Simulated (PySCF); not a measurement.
Species, as SMILES: F (HF).
Geometry (B3LYP-D3(BJ)/def2-TZVP, fixed):
```
F
H 1 0.9245
```
Charge 0, spin multiplicity 1.

Basis-set convergence of the lowest singlet excitation energy at CAM-B3LYP with PySCF. Tamm-Dancoff approximation; the state is taken by its order, and sets in which it differs in degeneracy or brightness are left out, yet its character can still change. All functions are spherical. Density fitting with generated auxiliary sets. No added dispersion term, no relativity. Reference: the value in d-aug-cc-pVTZ, 9.606 eV, itself unsure by roughly 0.004 eV (its mean distance from aug-pcseg-3, aug-cc-pVQZ, aug-pcseg-2).

```tsv
basis	functions	lowest singlet excitation energy (eV)
6-31G**	19	10.219
cc-pVDZ	19	9.819
def2-SVP	19	9.864
pcseg-1	19	[?]
def2-SVPD	31	10.095
aug-cc-pVDZ	32	9.577
6-311++G(2d,2p)	37	[?]
cc-pVTZ	44	9.977
jun-cc-pV(T+d)Z	53	10.223
6-311++G(3df,3pd)	57	9.627
def2-TZVPPD	57	[?]
aug-pcseg-2	69	9.617
cc-pVQZ	85	9.931
def2-QZVPP	87	9.895
pcseg-3	93	9.676
aug-cc-pVQZ	126	9.608
pcseg-4	162	[?]
aug-cc-pV5Z	207	9.608
```

Q: Complete the blanks.

A: 
- pcseg-1, lowest singlet excitation energy (eV): 9.934
- 6-311++G(2d,2p), lowest singlet excitation energy (eV): 9.598
- def2-TZVPPD, lowest singlet excitation energy (eV): 9.901
- pcseg-4, lowest singlet excitation energy (eV): 9.631
